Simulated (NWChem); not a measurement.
**Total energies of Al**

```xyz
1

Al     0.0000     0.0000     0.0000
```
Charge 0, spin multiplicity 2.

The numbers come from NWChem runs, not from measurements.

Basis set: cc-pVQZ (59 functions).

```csv
method,total energy (Ha),relative cost
UHF,-241.88041,1
UMP2,-241.91833,under 3
UB2PLYP,-242.25487,under 3
UPBE,-242.23326,under 3
UB3LYP,-242.39329,under 3
UCAM-B3LYP,-242.37370,under 3
```

Total energies of different functionals aren't comparable as a measure of quality: only differences taken within one method are. Costs are rough ratios of processor time within this set of runs, SCF included, with UHF as 1.

The correlated methods keep 5 core orbitals frozen. B3LYP has NWChem's definition, with VWN1-RPA local correlation. GW and range-separated runs recompute their integrals, the others keep them in memory, which bears on the times. The stability of the SCF solutions was not checked. Open-shell Hartree-Fock references start from PBE0 orbitals; any time given for them includes that run.
